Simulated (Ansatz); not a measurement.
Two shapes of singlet CHP.

Shape 1:

```xyz
3

H    -0.0141   -0.0348   -1.2687
C     0.0315    0.0093   -0.1899
P     0.0326    0.0363    1.3977
```

Shape 2:

```xyz
3

H     0.0000    0.0003   -1.2360
C     0.0000    0.0000   -0.1522
P     0.0000   -0.0003    1.3882
```

Basis set: def2-SVP (spherical functions). Frozen core: 6 orbitals. Charge 0, multiplicity 1.

Computed with Ansatz (development build ahead of 0.2.0); each method stands on the lowest determinant of its kind that the runs found.

(1) Which shape is lower in energy, and by how much in each method?

Results:

(1)

| method | E(2) − E(1) (eV) |
| --- | --- |
| RHF | -0.150 |
| RHF-MP2 | -0.002 |
| UHF-MP2 | -0.269 |
| RHF-CCSD(T) | -0.013 |
| UHF-CCSD(T) | -0.037 |

Shape 2 is lower. Caution for UHF-MP2, UHF-CCSD(T): the unrestricted determinant is spin contaminated; a plain start can end on a higher determinant. Caution for UHF-CCSD(T): another reference gives a lower total.
